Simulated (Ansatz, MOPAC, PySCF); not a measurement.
Scan of F₄Si, singlet: flattening of a tetrahedron along the D2d path, bond length relaxed. Scanned: the two opposite F-Si-F angles (109.47 = tetrahedral, 180 = square planar). Other coordinates (Si-F bond length) were minimised at PBE0/def2-TZVP. Each profile is relative to its own lowest point.

```tsv
a / °	A	B	C
90	28.2	17.6	31.1
96.50	11.4	7.7	12.5
101.50	4.0	2.9	4.4
106.34	0.6	0.5	0.7
109.47	0.0	0.0	0.0
116.50	2.6	2.3	2.9
123	9.1	8.1	9.9
133	24.2	22.2	26.7
143	42.9	40.0	47.5
153	62.0	58.6	68.8
163	78.1	74.8	86.7
173	88.1	85.2	97.9
180	90.3	87.5	100.3
```

Energies in mEh.

Question: Match the curves with the methods PBE0/def2-TZVP run with PySCF; MOPAC with PM3, restricted, heats of formation; restricted PBE/aug-cc-pVTZ (Ansatz, a program for electronic structure).

Answer: A is RKS-PBE/aug-cc-pVTZ; B is PM3; C is PBE0.
